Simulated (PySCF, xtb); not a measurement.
CH2Si: which of two structures lies lower

We compare X, `C=[Si]`, a singlet, with Y, a singlet given by its coordinates. Both are isolated molecules in the gas phase, relaxed with PBE0-D3(BJ)/def2-SVP.

X (Å):

```xyz
4

C    -0.1612    0.6607    0.3587
Si    1.0353   -0.5600    0.2704
H    -0.8428    0.7864    1.2130
H    -0.3262    1.4023   -0.4372
```

Y (Å):

```csv
atom,x (Å),y (Å),z (Å)
C,-0.1770,0.4957,-0.7830
Si,-0.2245,1.2092,0.6950
H,-0.4815,0.3669,-1.8202
H,0.6028,0.8258,1.8702
```

Close contacts (Å): C1–Si2 1.64, C1–H3 1.09, Si2–H4 1.49.

Quicker runs give these differences E(Y) − E(X): GFN2-xTB +20.5 kcal/mol; HF/STO-3G +90.0 kcal/mol (at GFN2-xTB geometries); r2SCAN-D4/def2-SVP +51.5 kcal/mol (at GFN2-xTB geometries).

**Question.** Estimate E(Y) − E(X) at the level CCSD(T)/def2-TZVPP.

**Answer.** Calculated at CCSD(T)/def2-TZVPP: E(Y) − E(X) = +35.7 kcal/mol, so structure X lies lower.

How the difference moves with the method:

| level | geometry | E(Y) − E(X) (kcal/mol) | departure from the last row (kcal/mol) | job, with rough time for the two |
| --- | --- | --- | --- | --- |
| GFN2-xTB | GFN2-xTB | +20.5 | −15.2 | optimisation, 0.12 s |
| HF/STO-3G | GFN2-xTB | +90.0 | +54.2 | single point, 1.4 s |
| r2SCAN-D4/def2-SVP | GFN2-xTB | +51.5 | +15.8 | single point, 4.1 s |
| PBE0-D3(BJ)/def2-SVP | PBE0-D3(BJ)/def2-SVP | +42.3 | +6.6 | optimisation, 15 s |
| HF/def2-TZVPP | PBE0-D3(BJ)/def2-SVP | +50.2 | +14.5 | part of the CCSD(T) run |
| MP2/def2-TZVPP | PBE0-D3(BJ)/def2-SVP | +41.1 | +5.4 | part of the CCSD(T) run |
| CCSD(T)/def2-TZVPP | PBE0-D3(BJ)/def2-SVP | +35.7 |  | single point, 23 s |

The levels shown agree on the order. The largest departure from CCSD(T)/def2-TZVPP is that of HF/STO-3G, 54.2 kcal/mol.

With thermal terms from frequencies at re-optimised GFN2-xTB minima (ideal gas, soft modes damped towards free rotors, one conformer each, 298.15 K, 1 atm): the zero-point term adds −1.9 kcal/mol; ΔH is +33.9 and ΔG +33.6 kcal/mol.

The T1 diagnostic of structure Y is large, so the coupled-cluster value is less sure. The correlated steps freeze 6 core orbitals. Programs: PySCF 2.14.0, xtb 6.7.1; the last row on 2 threads of Arm Neoverse V1 on a shared host.
